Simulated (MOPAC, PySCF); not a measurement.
Bond stretch in SMILES [SiH3]C, singlet. The C1–Si5 bond (C1 also carries H, H, H; Si5 carries H, H, H) is stretched with both fragments frozen at the PBE0/def2-TZVP optimised geometry.

Levels: RKS-LDA (SVWN5)/6-31G* = restricted LDA (SVWN5)/6-31G*, spherical d in PySCF 2.14.0; AM1, restricted, heats of formation (MOPAC); UHF/3-21G = unrestricted Hartree-Fock/3-21G run with PySCF.

Energies are in kJ/mol, each relative to the lowest point of its own curve near equilibrium.

```csv
R / Å,RKS-LDA (SVWN5)/6-31G*,AM1,UHF/3-21G
1.40,438.6,299.7,554.9
1.51,210.8,?,284.5
1.58,121.3,68.5,173.6
1.68,44.4,?,73.0
1.76,13.3,2.7,28.2
1.83,1.7,0.0,7.7
1.87,0.0,1.9,2.0
1.91,1.2,5.9,0.0
1.97,?,14.7,2.5
2.08,28.5,38.0,?
2.19,57.8,68.1,48.7
2.33,100.9,114.5,94.0
2.51,159.0,183.9,158.6
2.84,258.3,?,246.4
3.08,319.4,?,274.6
3.36,378.1,466.9,290.9
3.79,444.8,546.7,301.4
4.07,476.0,584.5,304.3
4.53,511.9,627.9,306.7
5.09,537.6,661.0,307.8
5.55,549.3,679.3,308.2
6.47,559.1,703.8,308.3
```

### Question
Some entries are withheld; supply them.

### Answer

- 1.51, AM1: 131.4
- 1.68, AM1: 18.9
- 1.97, RKS-LDA (SVWN5)/6-31G*: 7.3
- 2.08, UHF/3-21G: 20.1
- 2.84, AM1: 315.5
- 3.08, AM1: 395.6

The restricted form behind RKS-LDA (SVWN5)/6-31G*, AM1 keeps the bonding electrons paired and can't separate into open-shell fragments. The unrestricted determinant behind UHF/3-21G is spin-contaminated at 2.84 to 6.47 Å (<S²> up to 1.0, against 0.00 for a pure singlet).
